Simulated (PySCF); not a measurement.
P₃H₅.
SMILES: `P(P)P`

Torsions of this conformer, `[PH2:1][PH:2][PH2:3]`: H–P1–P2–P3 87°, H–P1–P2–P3 180°, H–P3–P2–P1 -88°, H–P3–P2–P1 180°.

The closed-shell ground state was solved at several levels (PySCF, density fitting, gas phase, non-relativistic). Isolated species at its PBE0-D3(BJ)/def2-SVP geometry (one conformer only).

| level | basis functions | total energy (Eh) | HOMO (eV) | LUMO (eV) | gap (eV) | dipole (D) |
| --- | --- | --- | --- | --- | --- | --- |
| PBE0/pcSseg-0 | 49 | -1025.4173 | -6.68 | -0.36 | 6.32 | 1.46 |
| PBE0/cc-pVDZ | 79 | -1026.6645 | -6.54 | -0.15 | 6.39 | 0.74 |
| PBE0/IGLO-III | 182 | -1026.6940 | -6.55 | -0.24 | 6.31 | 0.56 |
| PBE0/aug-cc-pVDZ | 126 | -1026.6709 | -6.62 | -0.65 | 5.97 | 0.66 |

Task: Estimate the row for PBE0/cc-pVTZ, a basis of 172 functions; the other rows only guide the guess.

Result: Total energy -1026.7086 Eh, HOMO -6.61 eV, LUMO -0.41 eV, gap 6.20 eV, dipole 0.64 D.

Task: Over all these levels, which gives the widest orbital gap and which the narrowest?

Result: PBE0/cc-pVDZ has the widest, 6.39 eV, and PBE0/aug-cc-pVDZ the narrowest, 5.97 eV. From the narrowest to the widest the HOMO moves by +0.08 eV and the LUMO by +0.50 eV.

Task: How much does the basis alone move the frontier levels among the 5 PBE0 rows (the withheld one included)?

Result: The HOMO by 0.14 eV and the LUMO by 0.50 eV. By rising basis size (HOMO, LUMO in eV): pcSseg-0 -6.68, -0.36; cc-pVDZ -6.54, -0.15; aug-cc-pVDZ -6.62, -0.65; cc-pVTZ -6.61, -0.41; IGLO-III -6.55, -0.24.

Task: How far do the dipole and the HOMO energy spread over the levels?

Result: The dipole runs from 0.56 to 1.46 D (mean 0.81 D) and the HOMO from -6.68 to -6.54 eV.
